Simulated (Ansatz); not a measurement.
Turn this script for Ansatz 0.2.0 through its Python package into the input file that the command-line program reads.

Run as a notebook:

```python
from dataclasses import dataclass
import warnings

import ansatz as az
from ase import Atoms
```

```python
@dataclass(frozen=True)
class RunConfig:
    basis: str = "6-31G*"
```

```python
settings = RunConfig()
```

```python
warnings.simplefilter("ignore", az.DeckWarning)
```

```python
atoms = Atoms(["B", "B", "C", "H", "H", "H", "H"], positions=[
    (-0.8523, -0.4481, -0.3197),
    (0.4316, 0.6782, -0.6323),
    (0.2573, -0.1966, 0.6149),
    (-1.852, -0.8978, -0.6318),
    (1.014, 1.4685, -1.3054),
    (0.0413, 0.3795, 1.5511),
    (1.0213, -1.0517, 0.6774),
])
mol = az.Crystal.molecule_from_ase(atoms)

job = (
    mol.calculation()
    .basis(gaussian=settings.basis)
    .correlation(active_electrons=2, active_orbitals=2)
)
for method in ["sc_nevpt2"]:
    r = (job if method is None else job.correlation(method)).run().report
    space = r["configurations"]
    state = space["states"][0]
    print(method or "casscf", f"total {r['free_energy_ev'] / 27.211386246:.6f} Ha, active-space state {state['energy']['hartree']:.6f} Ha, mean field {r['reference_energy_ev'] / 27.211386246:.6f} Ha")
    print("  determinants", state["n_determinants"], " natural occupations", [round(n, 3) for n in space["natural_occupations"]])
print("effectively unpaired electrons, sum of min(n, 2 - n):", round(sum(min(n, 2 - n) for n in space["natural_occupations"]), 3))
```

    RunWarning: the results are in doubt because another end's mean lies 0.027 eV lower, and its corrected mean 0.005 eV higher
    sc_nevpt2 total -89.697891 Ha, active-space state -89.444491 Ha, mean field -89.429285 Ha
      determinants 4  natural occupations [1.971, 0.029]
    effectively unpaired electrons, sum of min(n, 2 - n): 0.059

`input.yaml`:
```yaml
crystal:
  periodic: [false, false, false]
  atoms:
    - { symbol: B, position_ang: [-0.8523, -0.4481, -0.3197] }
    - { symbol: B, position_ang: [0.4316, 0.6782, -0.6323] }
    - { symbol: C, position_ang: [0.2573, -0.1966, 0.6149] }
    - { symbol: H, position_ang: [-1.852, -0.8978, -0.6318] }
    - { symbol: H, position_ang: [1.014, 1.4685, -1.3054] }
    - { symbol: H, position_ang: [0.0413, 0.3795, 1.5511] }
    - { symbol: H, position_ang: [1.0213, -1.0517, 0.6774] }
basis:
  gaussian:
    orbitals: "6-31G*"
correlation:
  method: sc_nevpt2
  active_space:
    window:
      electrons: 2
      orbitals: 2
```

Reading the output:
- Total energies depend on the basis set; only differences at equal settings carry meaning.
- Warnings are shown shortened and without file and line.
- The geometry is a force-field or estimated start, not a minimum of this method, and the basis set is short of its limit. The active space starts as a window about the frontier orbitals and is then optimised, not chosen by chemistry.
- A lower CASSCF solution was found and passed over, so the printed active-space state isn't the lowest.
- The script silences the warnings on its input, which a real study should read.
- Timing: 1.6 s on 1 thread of Intel(R) Xeon(R) 6975P-C (Granite Rapids) (shared host), peak memory 0.17 GiB.

(Lines on the test bed's own set-up are left out of the output.)
